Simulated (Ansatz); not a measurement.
**[Cl···H···H], doublet: reading a ladder of total energies**

Geometry: a point of a hydrogen-transfer path between rigid fragments, not a stationary point.

| atom | x (Å) | y (Å) | z (Å) |
| --- | --- | --- | --- |
| Cl | 0.0000 | 0.0000 | -1.1677 |
| H | 0.0000 | 0.0000 | 0.0213 |
| H | 0.0000 | 0.0000 | 1.1463 |

Basis cc-pVDZ; Ansatz 0.2.0. Correlated methods freeze the noble-gas cores, which leaves 9 electrons in 23 orbitals. R marks a restricted (for open shells ROHF) determinant, U an unrestricted one.

Full CI is exact within this basis and frozen core; it isn't the basis-set limit. The frozen core follows each run's orbitals, which can shift R against U totals by a few meV.

Runs differ by some tens of microhartree through their thresholds and, for an open shell, their frozen cores, so steps under 0.1 kcal/mol mean nothing.

```csv
level,total energy (hartree)
UHF,-460.556196
UMP2,-460.707590
UCCSD,-460.724801
UCCSD(T),-460.727405
UCCSDT,-460.727677
UCCSDT(Q),-460.727931
UCCSDTQ,-460.727943
full CI,-460.727953
```

Task: What is the correlation energy at full CI, and what share of it do UMP2 and UCCSDT recover?

Result: E(corr) = -460.727953 − (-460.556196) = -0.171757 hartree = -4.674 eV. UMP2: -0.151394 / -0.171757 = 88.14 %. UCCSDT: -0.171481 / -0.171757 = 99.84 %.

Task: By how many kcal/mol does UCCSD(T) miss full CI (1 hartree = 627.509 kcal/mol), and which steps make up the rest?

Result: -460.727405 − (-460.727953) = 0.000548 hartree = 0.34 kcal/mol. Steps: UCCSDT − UCCSD(T) = -0.17, UCCSDT(Q) − UCCSDT = -0.16, UCCSDTQ − UCCSDT(Q) = -0.01, full CI − UCCSDTQ = -0.01 kcal/mol. That is within 1 kcal/mol of the reference in this basis, which itself misses far more of the correlation at the basis-set limit.
